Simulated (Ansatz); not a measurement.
## Formulas on structure types

These are results of DFT r2SCAN, scalar-relativistic, plane waves, PAW in Ansatz 0.2.0, not measurements. All cells share a 500 eV cutoff and Γ-centred k meshes spaced at most 0.3 Å⁻¹ (0.19 for metals, 2π included).

Each formula was placed on the sites of the named type and relaxed at zero pressure without lowering the symmetry. No run is spin-polarised. The smearing is 0.1 eV for metals and 0.01 to 0.02 eV otherwise. The zero of energy is the elements' standard structures at the same level; no fitted shifts are applied.

The k mesh leaves about 4 meV/atom of noise in metals.

```tsv
formula	started on type	final group	a or a / b (Å)	c (Å)	V (Å³/atom)	E over elements (eV/atom)	gap on mesh (eV)
Ca	simple cubic	Pm-3m	3.49	3.49	42.7	0.40	0.00
Ca	simple hexagonal	P6/mmm	3.77	3.49	42.9	0.23	0.00
Ca	alpha-gallium	Fmmm	4.00 / 6.43	13.58	43.7	0.13	0.00
BePd	tungsten carbide	P-6m2	?	?	?	-0.36	0.00
Ca	alpha-boron	R-3m	8.80	30.47	56.7	0.60	0.00
```

(1) Cell and volume of BePd on the tungsten carbide type?

Answers

(1) a = 2.84 Å, c = 3.37 Å, V = 11.8 Å³/atom